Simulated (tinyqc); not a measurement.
MP2 on RHF in the sto-6g basis, frozen core, for NH3, spin multiplicity 1, step by step (part 2 of 2). Computed by tinyqc, a small Python program that keeps every step (integrals from PySCF). Command: `OMP_NUM_THREADS=1 python tinyqc.py 23335 23336 out.jsonl` (the two numbers bound the seeds that draw the settings). One thread of a shared host (Intel(R) Xeon(R) Processor @ 2.60GHz), about 0.3 s of CPU time with the checks.

Geometry (angstrom):
```
atom,x,y,z
N,0.000000,0.000000,0.179000
H,1.071000,0.000000,0.000000
H,-0.536000,0.928000,0.000000
H,-0.536000,-0.928000,0.000000
```

## Integrals over molecular orbitals

coefficients C:
```
,MO1,MO2,MO3,MO4,MO5,MO6,MO7,MO8
1N 1s,0.996215,-0.211917,0.000050,0.000000,-0.040848,-0.174276,0.000000,-0.000274
1N 2s,0.018490,0.763358,-0.000302,0.000000,0.218940,1.178484,0.000000,0.002179
1N 2px,0.000003,0.000163,0.577568,0.000000,0.000073,-0.001383,0.000000,1.039700
1N 2py,0.000000,0.000000,0.000000,0.577590,0.000000,0.000000,1.039326,0.000000
1N 2pz,-0.001580,-0.059087,-0.000079,0.000000,0.973790,-0.262690,0.000000,-0.000465
2H 1s,-0.003648,0.165997,0.497353,0.000000,-0.069599,-0.681722,0.000000,-0.929986
3H 1s,-0.003643,0.165761,-0.248841,0.430874,-0.069651,-0.683231,-0.804076,0.463344
4H 1s,-0.003643,0.165761,-0.248841,-0.430874,-0.069651,-0.683231,0.804076,0.463344
```

core Hamiltonian H = T + V (hartree):
```
,1N 1s,1N 2s,1N 2px,1N 2py,1N 2pz,2H 1s,3H 1s,4H 1s
1N 1s,-25.898483,-5.661073,-0.000013,0.000000,0.007193,-1.263973,-1.262052,-1.262052
1N 2s,-5.661073,-7.632130,-0.000107,0.000000,0.080438,-2.932642,-2.929614,-2.929614
1N 2px,-0.000013,-0.000107,-6.415334,0.000000,0.000030,-2.258258,1.128632,1.128632
1N 2py,0.000000,0.000000,0.000000,-6.415126,0.000000,0.000000,-1.954063,1.954063
1N 2pz,0.007193,0.080438,0.000030,0.000000,-6.259822,0.397293,0.396760,0.396760
2H 1s,-1.263973,-2.932642,-2.258258,0.000000,0.397293,-4.377683,-0.876620,-0.876620
3H 1s,-1.262052,-2.929614,1.128632,-1.954063,0.396760,-0.876620,-4.375802,-0.876035
4H 1s,-1.262052,-2.929614,1.128632,1.954063,0.396760,-0.876620,-0.876035,-4.375802
```

Given earlier and not repeated: Two-electron integrals (ij|kl) in chemists' order.

(pq|rs) = sum C_ip C_jq C_kr C_ls (ij|kl), one index at a time.

one-electron integrals over orbitals h = C^T H C (hartree):
```
,1,2,3,4,5,6,7,8
1,-25.885536,0.455538,-0.000116,0.000000,0.082334,0.376523,0.000000,0.000599
2,0.455538,-6.296608,-0.000100,0.000000,-0.115672,-1.270629,0.000000,-0.002225
3,-0.000116,-0.000100,-5.385592,0.000000,0.000189,0.002614,0.000000,-1.360963
4,0.000000,0.000000,0.000000,-5.384848,0.000000,0.000000,-1.361098,0.000000
5,0.082334,-0.115672,0.000189,0.000000,-6.214185,0.262727,0.000000,0.000242
6,0.376523,-1.270629,0.002614,0.000000,0.262727,-4.439642,0.000000,0.000619
7,0.000000,0.000000,0.000000,-1.361098,0.000000,0.000000,-4.923062,0.000000
8,0.000599,-0.002225,-1.360963,0.000000,0.000242,0.000619,0.000000,-4.923135
```

Two-electron integrals over orbitals (pq|rs), unique and non-zero (hartree); the lowest 1 orbital is frozen and left out:
```
p,q,r,s,(pq|rs)
2,2,2,2,0.590969
3,2,2,2,0.000094
3,2,3,2,0.121593
3,3,2,2,0.540140
3,3,3,2,0.049433
3,3,3,3,0.564090
4,2,4,2,0.121497
4,3,4,2,-0.049505
4,3,4,3,0.045741
4,4,2,2,0.540011
4,4,3,2,-0.049490
4,4,3,3,0.472760
4,4,4,4,0.564072
5,2,2,2,-0.007918
5,2,3,2,-1.86e-06
5,2,3,3,-0.000716
5,2,4,4,-0.000718
5,2,5,2,0.113534
5,3,2,2,-0.000016
5,3,3,2,-0.002122
5,3,3,3,-0.005022
5,3,4,4,0.005006
5,3,5,2,-0.000023
5,3,5,3,0.025199
5,4,4,2,-0.002123
5,4,4,3,0.005020
5,4,5,4,0.025195
5,5,2,2,0.622097
5,5,3,2,4.44e-06
5,5,3,3,0.540855
5,5,4,4,0.540789
5,5,5,2,0.052160
5,5,5,3,-0.000039
5,5,5,5,0.763571
6,2,2,2,0.112962
6,2,3,2,-0.000081
6,2,3,3,0.067348
6,2,4,4,0.067337
6,2,5,2,-0.010671
6,2,5,3,-0.000019
6,2,5,5,0.150369
6,2,6,2,0.084026
6,3,2,2,-0.000260
6,3,3,2,-0.029726
6,3,3,3,-0.037445
6,3,4,4,0.037167
6,3,5,2,-0.000031
6,3,5,3,0.006928
6,3,5,5,-0.000308
6,3,6,2,-0.000187
6,3,6,3,0.063759
6,4,4,2,-0.029789
6,4,4,3,0.037372
6,4,5,4,0.006948
6,4,6,4,0.063928
6,5,2,2,-0.033972
6,5,3,2,-0.000036
6,5,3,3,-0.015309
6,5,4,4,-0.015271
6,5,5,2,0.062531
6,5,5,3,-0.000046
6,5,5,5,-0.018387
6,5,6,2,-0.031641
6,5,6,3,0.000047
6,5,6,5,0.047800
6,6,2,2,0.496546
6,6,3,2,-0.000273
6,6,3,3,0.478023
6,6,4,4,0.478273
6,6,5,2,-0.032718
6,6,5,3,0.000025
6,6,5,5,0.494521
6,6,6,2,0.055205
6,6,6,3,0.000036
6,6,6,5,-0.031026
6,6,6,6,0.476335
7,2,4,2,0.034364
7,2,4,3,0.013486
7,2,5,4,0.010316
7,2,6,4,0.040932
7,2,7,2,0.056511
7,3,4,2,0.042612
7,3,4,3,-0.015710
7,3,5,4,-0.004681
7,3,6,4,-0.031203
7,3,7,2,-0.002459
7,3,7,3,0.035167
7,4,2,2,0.118472
7,4,3,2,0.042632
7,4,3,3,0.092259
7,4,4,4,0.060892
7,4,5,2,0.020450
7,4,5,3,-0.004689
7,4,5,5,0.157931
7,4,6,2,0.083682
7,4,6,3,-0.031282
7,4,6,5,-0.013699
7,4,6,6,0.043235
7,4,7,4,0.133826
7,5,4,2,0.022803
7,5,4,3,-0.009485
7,5,5,4,0.020392
7,5,6,4,-0.009193
7,5,7,2,0.007726
7,5,7,3,0.008823
7,5,7,5,0.027650
7,6,4,2,0.103938
7,6,4,3,-0.053161
7,6,5,4,-0.008194
7,6,6,4,-0.050650
7,6,7,2,0.008894
7,6,7,3,0.050287
7,6,7,5,0.019224
7,6,7,6,0.114795
7,7,2,2,0.547023
7,7,3,2,-0.027888
7,7,3,3,0.482753
7,7,4,4,0.556504
7,7,5,2,0.008108
7,7,5,3,0.006423
7,7,5,5,0.564065
7,7,6,2,0.082051
7,7,6,3,0.039949
7,7,6,5,-0.013439
7,7,6,6,0.489309
7,7,7,4,0.079140
7,7,7,7,0.580802
8,2,2,2,0.000212
8,2,3,2,0.034314
8,2,3,3,-0.013405
8,2,4,4,0.013619
8,2,5,2,-1.52e-06
8,2,5,3,0.010319
8,2,5,5,0.000264
8,2,6,2,0.000077
8,2,6,3,0.040938
8,2,6,5,-0.000057
8,2,6,6,0.000057
8,2,7,4,-0.002318
8,2,7,7,0.024097
8,2,8,2,0.056504
8,3,2,2,0.118391
8,3,3,2,-0.042678
8,3,3,3,0.060898
8,3,4,4,0.092297
8,3,5,2,0.020455
8,3,5,3,0.004661
8,3,5,5,0.157911
8,3,6,2,0.083698
8,3,6,3,0.030977
8,3,6,5,-0.013666
8,3,6,6,0.043496
8,3,7,4,0.066023
8,3,7,7,0.103052
8,3,8,2,0.002654
8,3,8,3,0.133875
8,4,4,2,0.042576
8,4,4,3,-0.015654
8,4,5,4,-0.004666
8,4,6,4,-0.031100
8,4,7,2,-0.002386
8,4,7,3,0.032561
8,4,7,5,0.008814
8,4,7,6,0.050216
8,4,8,4,0.035069
8,5,2,2,-0.000022
8,5,3,2,0.022812
8,5,3,3,0.009441
8,5,4,4,-0.009488
8,5,5,2,0.000106
8,5,5,3,0.020394
8,5,5,5,-3.55e-06
8,5,6,2,-0.000056
8,5,6,3,-0.009169
8,5,6,5,0.000031
8,5,6,6,-0.000094
8,5,7,4,0.008813
8,5,7,7,-0.005701
8,5,8,2,0.007723
8,5,8,3,-0.008848
8,5,8,5,0.027651
8,6,2,2,0.000028
8,6,3,2,0.103917
8,6,3,3,0.052904
8,6,4,4,-0.053060
8,6,5,2,-0.000057
8,6,5,3,-0.008170
8,6,5,5,-0.000064
8,6,6,2,-0.000073
8,6,6,3,-0.050421
8,6,6,5,-0.000059
8,6,6,6,-0.000314
8,6,7,4,0.050203
8,6,7,7,-0.041593
8,6,8,2,0.008918
8,6,8,3,-0.050370
8,6,8,5,0.019207
8,6,8,6,0.114580
8,7,4,2,-0.027724
8,7,4,3,0.036854
8,7,5,4,0.006431
8,7,6,4,0.040093
8,7,7,2,0.023964
8,7,7,3,-0.011883
8,7,7,5,-0.005665
8,7,7,6,-0.041493
8,7,8,4,-0.011818
8,7,8,7,0.040091
8,8,2,2,0.547110
8,8,3,2,0.028205
8,8,3,3,0.556705
8,8,4,4,0.482567
8,8,5,2,0.008112
8,8,5,3,-0.006470
8,8,5,5,0.564123
8,8,6,2,0.082099
8,8,6,3,-0.040443
8,8,6,5,-0.013463
8,8,6,6,0.489113
8,8,7,4,0.103185
8,8,7,7,0.500332
8,8,8,2,-0.023782
8,8,8,3,0.078977
8,8,8,5,0.005735
8,8,8,6,0.041808
8,8,8,8,0.581112
```

## Second-order Moller-Plesset energy

orbital energies (hartree): MO1 -15.471771, MO2 -1.016233, MO3 -0.540207, MO4 -0.539965, MO5 -0.310528, MO6 0.505988, MO7 0.697348, MO8 0.697914

Hartree-Fock energy = -55.96011764 hartree

E2 = sum_ijab (ia|jb) [2 (ia|jb) - (ib|ja)] / (e_i + e_j - e_a - e_b) over occupied i, j and virtual a, b; the opposite-spin part is (ia|jb)^2 / denominator, the rest is same-spin, and SCS-MP2 scales them by 6/5 and 1/3.

Terms (the 40 largest of 74):
```
i,j,a,b,(ia|jb),(ib|ja),denominator,term
3,3,8,8,0.133875,0.133875,-2.476241,-0.007238
4,4,7,7,0.133826,0.133826,-2.474625,-0.007237
3,2,8,6,0.083698,0.040938,-2.760341,-0.003834
2,3,6,8,0.083698,0.040938,-2.760341,-0.003834
4,2,7,6,0.083682,0.040932,-2.759533,-0.003834
2,4,6,7,0.083682,0.040932,-2.759533,-0.003834
3,4,8,7,0.066023,0.032561,-2.475433,-0.002653
4,3,7,8,0.066023,0.032561,-2.475433,-0.002653
2,2,6,6,0.084026,0.084026,-3.044441,-0.002319
4,4,6,6,0.063928,0.063928,-2.091905,-0.001954
3,3,6,6,0.063759,0.063759,-2.092388,-0.001943
5,5,6,6,0.047800,0.047800,-1.633031,-0.001399
2,2,7,7,0.056511,0.056511,-3.427162,-0.000932
2,2,8,8,0.056504,0.056504,-3.428294,-0.000931
3,3,7,7,0.035167,0.035167,-2.475109,-0.000500
4,4,8,8,0.035069,0.035069,-2.475758,-0.000497
4,3,7,6,-0.031282,-0.031203,-2.283507,-0.000430
3,4,6,7,-0.031282,-0.031203,-2.283507,-0.000430
5,2,6,6,-0.031641,-0.031641,-2.338736,-0.000428
2,5,6,6,-0.031641,-0.031641,-2.338736,-0.000428
3,4,7,6,-0.031203,-0.031282,-2.283507,-0.000425
4,3,6,7,-0.031203,-0.031282,-2.283507,-0.000425
4,4,8,6,-0.031100,-0.031100,-2.283831,-0.000424
4,4,6,8,-0.031100,-0.031100,-2.283831,-0.000424
3,3,8,6,0.030977,0.030977,-2.284315,-0.000420
3,3,6,8,0.030977,0.030977,-2.284315,-0.000420
5,5,7,7,0.027650,0.027650,-2.015751,-0.000379
5,5,8,8,0.027651,0.027651,-2.016884,-0.000379
5,4,6,7,-0.013699,-0.009193,-2.053828,-0.000121
4,5,7,6,-0.013699,-0.009193,-2.053828,-0.000121
5,3,6,8,-0.013666,-0.009169,-2.054636,-0.000121
3,5,8,6,-0.013666,-0.009169,-2.054636,-0.000121
3,5,8,8,-0.008848,-0.008848,-2.246562,-0.000035
5,3,8,8,-0.008848,-0.008848,-2.246562,-0.000035
3,5,7,7,0.008823,0.008823,-2.245430,-0.000035
5,3,7,7,0.008823,0.008823,-2.245430,-0.000035
4,5,8,7,0.008814,0.008813,-2.245754,-0.000035
5,4,7,8,0.008814,0.008813,-2.245754,-0.000035
4,5,7,8,0.008813,0.008814,-2.245754,-0.000035
5,4,8,7,0.008813,0.008814,-2.245754,-0.000035
```

Pair energies (hartree; pair i-j sums ij and ji):
```
pair,opposite spin,same spin
2-2,-0.004182,0
3-2,-0.006299,-0.001325
3-3,-0.010520,0
4-2,-0.006297,-0.001325
4-3,-0.006088,-0.000905
4-4,-0.010535,0
5-2,-0.000944,0
5-3,-0.000403,-0.000020
5-4,-0.000403,-0.000020
5-5,-0.002158,0
```

MP2 correlation energy = -0.05142222 hartree

SCS-MP2 correlation energy = -0.05859243 hartree

MP2 total energy = -56.01153987 hartree
